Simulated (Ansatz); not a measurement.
# CH₃N (quintet): from Hartree-Fock to the top rungs, def2-QZVPP

The task here is to estimate one member of a computed series from the others.

Method: def2-QZVPP, core rule «outside noble gas», up to 2 orbitals frozen; program: Ansatz 0.2.0, Gaussian basis.

The runs, in order: UHF; ROHF; CCSD(T) on UHF.

2 further runs of the same task are left out: 2 set aside as unsound or not needed.

### The system

The geometry is a PBE0/def2-TZVP stationary point (not a proven minimum) of the parent state, kept for this charge and spin.

5 atoms, charge 0, spin multiplicity 5.

Atoms are counted from 1 here; the program's logs count them from 0.

Bond lengths: N1–C2 1.403 Å, C2–H3 1.101 Å, C2–H4 1.101 Å, C2–H5 1.101 Å. Angles: N1–C2–H3 110.9°, N1–C2–H4 110.9°, N1–C2–H5 110.9°, H3–C2–H4 108.0°, H3–C2–H5 108.0°, H4–C2–H5 108.0°.

Set-up of the first run:

in.yaml

```yaml
crystal:
  periodic: [false, false, false]
  atoms:
    - {symbol: N, position_ang: [-0.767330, 0.007230, 0.007201]}
    - {symbol: C, position_ang: [0.635942, -0.005992, -0.005968]}
    - {symbol: H, position_ang: [1.018747, -1.037854, -0.004565]}
    - {symbol: H, position_ang: [1.041604, 0.508718, 0.878222]}
    - {symbol: H, position_ang: [1.024810, 0.500066, -0.902610]}
basis:
  gaussian: {orbitals: "def2-QZVPP.json"}
magnetization: {spin_polarized: true, initial_magnetization: 4}
hamiltonian: {xc: hf}
output: {orbitals: {seedname: orbitals}}
```

Run with:

```console
> ansatz run in.yaml --threads 1 --pin off --events-out ev --progress --plain --max-ram 2393MiB
```

Steps of the session up to this table: UHF; ROHF; CCSD(T) on UHF.

One of the session's tables, all rows but one given; the rest of the session is left out.

```
  method  from UCCSD(T) (meV)
    ROHF              +9483.4
     UHF              +9317.8
    UMP2                    ?
   UCCSD               +378.6
UCCSD(T)                    0
```

Estimate the missing values for UMP2.

**Answer.** from UCCSD(T) (meV): +1194.4. In the column «from UCCSD(T) (meV)» it lies between UCCSD (+378.6) and UHF (+9317.8).
